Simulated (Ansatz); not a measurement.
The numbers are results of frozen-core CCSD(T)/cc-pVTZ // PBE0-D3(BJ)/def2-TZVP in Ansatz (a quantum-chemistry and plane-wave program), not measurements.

Ansatz 0.2 input:
```yaml
crystal:
  periodic: [false, false, false]
  atoms:
    - { symbol: Si, position_ang: [0.000007, 0.000029, -0.000053] }
    - { symbol: H, position_ang: [-0.29462, -1.108526, -0.942764] }
    - { symbol: H, position_ang: [-0.631993, 1.249888, -0.492833] }
    - { symbol: H, position_ang: [1.469217, 0.192215, 0.094231] }
    - { symbol: H, position_ang: [-0.542574, -0.333456, 1.341142] }
basis:
  gaussian: { orbitals: cc-pVTZ }
correlation:
  method: ccsd_t
```

Output:

```
Functional definition: HF
500 factors; integrals over basis functions are off by at most 1.1e-3 eV
mean field evaluation 1: about -7924.9454 eV, gradient 1.0e1 eV
mean field evaluation 2: about -7924.9507 eV, gradient 1.0e1 eV
mean field evaluation 4: about -7925.6015 eV, gradient 3.5e-1 eV
mean field evaluation 8: about -7925.6022 eV, gradient 7.4e-5 eV
mean field evaluation 16: about -7925.6022 eV, gradient 2.6e-6 eV
mean field -7925.60223306 eV, -291.2605098988 hartree, gradient 2.6e-6 eV, S^2 0.000000; 0 other end points of the search recorded, 0 dependent functions left out
5 core orbitals not correlated
reference -7925.60223306 eV, -291.2605098988 hartree; 4, 4 occupied and 81, 81 virtual orbitals, 500 factors
second order -3.89620422 eV of doubles, -0.00000000 eV of singles
cycle   1  -4.48677033 eV  change   -5.9e-1 eV  update   5.5e-2
cycle   2  -4.70338335 eV  change   -2.2e-1 eV  update   1.9e-2
cycle   3  -4.70956218 eV  change   -6.2e-3 eV  update   4.3e-3
cycle   4  -4.70795060 eV  change    1.6e-3 eV  update   1.4e-3
cycle   5  -4.70758941 eV  change    3.6e-4 eV  update   3.8e-4
cycle   6  -4.70760536 eV  change   -1.6e-5 eV  update   6.9e-5
cycle   7  -4.70761867 eV  change   -1.3e-5 eV  update   1.5e-5
cycle   8  -4.70761911 eV  change   -4.4e-7 eV  update   3.6e-6
perturbative correction -0.10427983 eV, -0.0038322132 hartree
Total energy: -7930.41413201 eV, -291.4373439235 hartree
```

Cost: roughly 1.8 core-seconds.
